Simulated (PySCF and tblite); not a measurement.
Results of a calculation; reference values are marked as such.
C₄H₆O, numbered as in [CH2:1]=[C:2]1[CH2:3][C@@H:4]1[OH:5].

Geometries GFN2-xTB; weights from CAM-B3LYP-D3(BJ)/pcSseg-1 (IEF-PCM, acetone) energies and GFN2-xTB thermal corrections, with symmetry numbers and mirror pairs. Conformers within 3 kcal/mol (GFN2-xTB free energy) were kept, 10 at most. Of two unlike H on one atom, a is the less shielded (CAM-B3LYP/pcSseg-1 (IEF-PCM, acetone)). Programs: PySCF with density fitting and tblite.

An NOE distance is ⟨r⁻⁶⟩^(−1/6) over all pairs of like atoms and, for the average, over conformers.

Torsions listed: C3–C4–O5–H5.

```csv
conformer,shape,weight %
1,75°,80.0
2,-43°,20.0
```

Task: Which H–H contacts under 3.5 Å would NOEs report (pairs on one atom left out) at 298.15 K?

Result: 
| pair | in 1 (Å) | in 2 (Å) | average (Å) |
| --- | --- | --- | --- |
| H4 ··· H5 | 2.42 | 2.82 | 2.48 |
| H3a ··· H4 | 2.54 | 2.54 | 2.54 |
| H3b ··· H5 | 2.89 | 2.59 | 2.81 |
| H3b ··· H4 | 3.12 | 3.13 | 3.12 |

Longer pairs under the limit may be missing.

Task: In a model where alignment follows shape alone (order matrix 0.001 × (3G/tr G − 1)/2, G the second moments of the atom positions; splitting J + 2D), what are the one-bond C–H dipolar couplings D?

Result: H1b -3.2 Hz (-3.6 in conformer 1), H1a 1.1 Hz (1.2 in conformer 1), H3b 6.1 Hz (6.2 in conformer 1), H3a 4.8 Hz (5.2 in conformer 1), H4 6.4 Hz (6.6 in conformer 1).
